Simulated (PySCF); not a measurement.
O3, SMILES O=[O+][O-] (connectivity only; charge and spin as stated), charge -1, multiplicity 2.

Coordinates come from a PBE0-D3(BJ)/def2-TZVPD optimisation. The isomer is the one that the SMILES or the coordinates give; other isomers of the formula were not compared.

These are PBE0-D3(BJ)/def2-TZVPD (PySCF) values and carry that method's errors.

Harmonic, unscaled wavenumbers; measured fundamentals usually lie a few per cent lower.

Task: Give all harmonic wavenumbers and intensities. (Estimate from the structure and the level; the computed values follow.)

Result: 
| mode | ν (cm⁻¹) | IR (km/mol) | moving atoms (share of kinetic energy) |
|---|---|---|---|
| 1 | 629 | 2.6 | O 100 % |
| 2 | 959 | 516.9 | O 100 % |
| 3 | 1122 | 0.3 | O 100 % |
